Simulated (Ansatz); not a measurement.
Geometry optimisation, RKS B3LYP-D4/cc-pVDZ in Ansatz.

Input:

```yaml
crystal:
  periodic: [false, false, false]
  atoms:
    - { symbol: Si, position_ang: [0.0, 0.0, 0.0] }
    - { symbol: Si, position_ang: [0.0, 0.0, 2.22] }
    - { symbol: H, position_ang: [-1.3148, -0.4067, 2.7074] }
    - { symbol: H, position_ang: [1.0096, -0.9353, 2.7074] }
    - { symbol: H, position_ang: [0.3052, 1.342, 2.7074] }
    - { symbol: H, position_ang: [1.3768, 0.0, -0.4862] }
    - { symbol: Cl, position_ang: [-1.0032, 1.7381, -0.7093] }
    - { symbol: H, position_ang: [-0.6877, -1.1914, -0.4862] }
basis:
  gaussian: { orbitals: cc-pVDZ }
hamiltonian:
  xc: b3lyp
  dispersion: d4
relax:
  f_tol: 0.02
  max_steps: 40
output:
  orbitals: {}
```

Command:

```bash
$ ansatz run input.yaml --threads 1 --pin off --max-ram 2048MiB --backend cpu --events-out ev --progress --plain --runs-dir out
```

Q: Where does it end, and by what steps?

A: It converged. The force dipped under the threshold on the way, but the program's further checks kept it going. After 9 steps the energy has fallen by 0.205 eV; H4 moved furthest, 0.26 Å.

| step | energy less start (eV) | largest force component (eV/Å) | accepted |
| --- | --- | --- | --- |
| 0 | 0.0000 | 1.095 | yes |
| 1 | -0.1714 | 0.532 | yes |
| 2 | -0.1962 | 0.091 | yes |
| 3 | -0.1972 | 0.028 | yes |
| 4 | -0.2019 | 0.019 | yes |
| 5 | -0.2018 | 0.144 | no |
| 6 | -0.2040 | 0.038 | yes |
| 7 | -0.2044 | 0.040 | yes |
| 8 | -0.2045 | 0.046 | yes |
| 9 | -0.2047 | 0.001 | yes |

```xyz
8
Properties=species:S:1:pos:R:3
Si 0.027 -0.007 -0.057
Si 0.001 0.006 2.297
H -1.403 -0.175 2.780
H 0.852 -1.111 2.817
H 0.538 1.310 2.793
H 1.396 0.214 -0.612
Cl -1.191 1.582 -0.733
H -0.534 -1.271 -0.625
```

Time of the run: 33 s on 1 thread of Arm Neoverse V1, with other jobs on the host, peak memory 0.16 GiB.
